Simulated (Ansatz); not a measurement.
Input for Ansatz (development build ahead of 0.2.0):

```yaml
crystal:
  periodic: [false, false, false]
  atoms:
    - { symbol: C, position_ang: [0.0, 0.0, 0.0] }
    - { symbol: H, position_ang: [-0.62912, -0.62912, 0.62912] }
    - { symbol: H, position_ang: [0.62912, -0.62912, -0.62912] }
    - { symbol: H, position_ang: [-0.62912, 0.62912, -0.62912] }
basis:
  gaussian: { orbitals: cc-pVTZ }
magnetization:
  spin_polarized: true
  initial_magnetization: 1
hamiltonian:
  xc: hf
correlation:
  method: ccsd_t
  frozen_orbitals: { C: 1, H: 0 }
scf:
  omitted_lower_state_checks: [stability, starts, atomic_configurations, cluster_reference, orbital_swaps, given_window_search, neighbouring_geometries, increment]
```

The input is written out in the form of the current development build from the run's settings.

The run gave:

```
Converged                                                          : yes
Reference energy                                                   : -39.56676 hartree
CCSD correlation energy                                            : -0.17851 hartree
Triples correction                                                 : -0.00482 hartree
Total energy                                                       : -39.75009 hartree
Spin squared of the determinant                                    : 0.758
T1 diagnostic                                                      : 0.009
Largest doubles amplitude                                          : 0.03
Occupied orbitals by symmetry in an Abelian subgroup (alpha; beta) : 4 A' 1 A''; 3 A' 1 A''
```
